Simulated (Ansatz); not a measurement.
Barrier from CHN (formonitrile, SMILES C#N) to the saddle point below; all geometries are those of the NHTBH38 set.
```
C
N 1 1.1884
H 1 1.1823 2 72.01
```

Wanted: barrier height (electronic, no zero-point energy), in kJ/mol. UHF or UKS for unpaired electrons; spin-orbit terms are left out. CBS(X,Y): correlation extrapolated as X^-3, Hartree-Fock from the larger set. A bracket is a step between two methods taken in the basis named. The functionals are non-relativistic, so their misses hold any scalar relativity. Double hybrids freeze cores in their MP2 part. 'core' is core correlation in cc-pwCVTZ, 'X2C' scalar relativity in cc-pVTZ-DK, both at CCSD(T). The T1 diagnostic of CHN (saddle point or complex, singlet) reaches 0.027 in the sets run.

Published benchmark value: 48.2 kcal/mol (Zhao et al., NHTBH38), a best estimate, not a measurement.

### Question
How far off this value is PBE/def2-TZVPD (Ansatz, a program for electronic structure), in which direction, and which of these levels come nearer: r2SCAN/def2-TZVPD, B3LYP/def2-TZVPD, B2PLYP/def2-TZVPD, CCSD(T)/CBS(aug-cc-pVTZ,aug-cc-pVQZ) + core + X2C?

### Answer
PBE gives 191.2 kJ/mol, 10.3 kJ/mol below it. Differences of the others: r2SCAN/def2-TZVPD (Ansatz) -7.3; B3LYP/def2-TZVPD (Ansatz) -2.7; B2PLYP/def2-TZVPD (Ansatz) 2.8; CCSD(T)/CBS(aug-cc-pVTZ,aug-cc-pVQZ) + core + X2C (Ansatz) -0.5; CCSD(T)/CBS(aug-cc-pVTZ,aug-cc-pVQZ) + [CCSDT(Q) - CCSD(T)]/aug-cc-pVTZ + core + X2C (Ansatz) -0.9 kJ/mol. Nearer than PBE: r2SCAN/def2-TZVPD, B3LYP/def2-TZVPD, B2PLYP/def2-TZVPD, CCSD(T)/CBS(aug-cc-pVTZ,aug-cc-pVQZ) + core + X2C, CCSD(T)/CBS(aug-cc-pVTZ,aug-cc-pVQZ) + [CCSDT(Q) - CCSD(T)]/aug-cc-pVTZ + core + X2C.
